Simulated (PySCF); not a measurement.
# Vertical excitation energies

Compound: 2,2,2-trifluoroethylamine, C2H4F3N.
InChI=1S/C2H4F3N/c3-2(4,5)1-6/h1,6H2

The calculation used PySCF 2.14.0, density-fitted response routines, TDDFT PBE0/def2-SVPD, vertical, gas phase, core orbitals frozen in the response. The structure is a single GFN2-xTB conformer in the gas phase; no vibrational or solvent corrections. Torsions of this conformer, `[NH2:1][CH2:2][C:3]([F:4])([F:5])[F:6]`: N1–C2–C3–F4 60°, H–N1–C2–C3 178°, H–N1–C2–C3 -61°.

```
state  E (eV)  λ (nm)       f  main configurations (H = HOMO, L = LUMO)
   S1    6.64   186.7   0.010                                 H→L (96%)
   S2    7.80   158.9   0.034                  H→L+1 (82%), H→L+2 (14%)
   S3    8.02   154.6  0.0056                  H→L+2 (77%), H→L+1 (12%)
   S4    8.51   145.7   0.056                               H→L+3 (90%)
   S5    9.07   136.7  0.0041                               H→L+4 (87%)
   S6    9.33   132.9  0.0044                  H→L+5 (75%), H→L+6 (14%)
   S7    9.38   132.1  0.0069                  H→L+6 (78%), H→L+5 (13%)
   S8    9.79   126.6  0.0042                               H→L+7 (89%)
```

Triplets, Tamm–Dancoff:

```csv
state,E (eV),λ (nm),"main configurations (H = HOMO, L = LUMO)"
T1,6.31,196.4,H→L (92%)
T2,7.56,164.0,"H→L+1 (76%), H→L+2 (13%)"
T3,7.76,159.8,"H→L+2 (70%), H→L+1 (8%)"
```

The lowest singlet lies at 6.64 eV (187 nm, vacuum ultraviolet) and is weak; its leading configuration is HOMO→LUMO (96%). The most intense listed level is S4 at 8.51 eV (146 nm, f = 0.056), 1.87 eV above S1. Löwdin shares by element: HOMO nitrogen 66%, carbon 13% or more, hydrogen 12% or more; LUMO hydrogen 28% or more, carbon 24% or more, nitrogen 13% (atoms not listed hold the other 35%). Of the 8 states listed, 3 reach f = 0.01 and none stays under 0.0005. Weighted by f, the mean energy of these states is 8.29 eV. The listed states span 3.15 eV, and the widest gap between neighbours is 1.16 eV (S1 to S2). Singlets were solved by full linear response, triplets in the Tamm–Dancoff approximation.
